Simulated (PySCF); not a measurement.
## Orbital picture of AlP

PBE at R = 2.215 Å; PySCF, no relativity, basis sets Al def2-TZVPPD, P def2-TZVPPD. State: ³Π (triplet), unpaired electrons σ ↑, π ↑. Only the outer orbitals are listed, counted within each symmetry.

| spin | orbital | occ. | ε (eV) | on Al (%) | main shells (%) |
| --- | --- | --- | --- | --- | --- |
| α | 7σ | 1 | -14.30 | 13 | 85 P s, 8 Al s |
| α | 8σ | 1 | -8.52 | 61 | 61 Al s, 28 P p, 10 P s |
| α | 3π | 1 | -6.15 | 19 | 80 P p, 16 Al p |
| α | 9σ | 1 | -5.66 | 57 | 38 Al p, 38 P p, 19 Al s |
| α | 3π | 1 | -5.30 | 25 | 75 P p, 22 Al p |
| α | 4π | 0 | -2.61 | 83 | 77 Al p, 12 P p |
| α | 4π | 0 | -2.27 | 79 | 71 Al p, 16 P p, 8 Al d |
| α | 10σ | 0 | -0.34 | 12 | 85 P s, 48 Al d |
| β | 7σ | 1 | -13.11 | 19 | 79 P s, 12 Al s |
| β | 8σ | 1 | -7.65 | 64 | 64 Al s, 23 P p, 12 P s |
| β | 3π | 1 | -4.94 | 28 | 71 P p, 24 Al p |
| β | 3π | 0 | -4.57 | 32 | 67 P p, 28 Al p |
| β | 9σ | 0 | -4.41 | 56 | 38 P p, 38 Al p, 17 Al s |
| β | 4π | 0 | -1.84 | 76 | 71 Al p, 19 P p |

Question: Which are the highest filled and the lowest empty level, where do they sit, and how wide is the gap?

Answer: Highest filled β 3π at -4.94 eV (in %: 71 P p, 24 Al p); lowest empty β 3π at -4.57 eV (in %: 67 P p, 28 Al p); the gap at PBE is 0.37 eV. Both belong to one degenerate shell, split only by its one-sided filling, so this is no excitation gap.

The bond order (Mayer) is 1.96. The ⟨S²⟩ is 2.007. The charge on Al (Mulliken, basis-dependent) is 0.10. The charge on Al (Löwdin, basis-dependent) is -0.04 and the dipole moment (positive dipole means Al(−)P(+)) is -2.30 D. The polarisability along the bond is 103.9 bohr³ and the polarisability across the bond is 68.4 bohr³.

The state was picked by a PBE0 search and need not be the measured ground state.
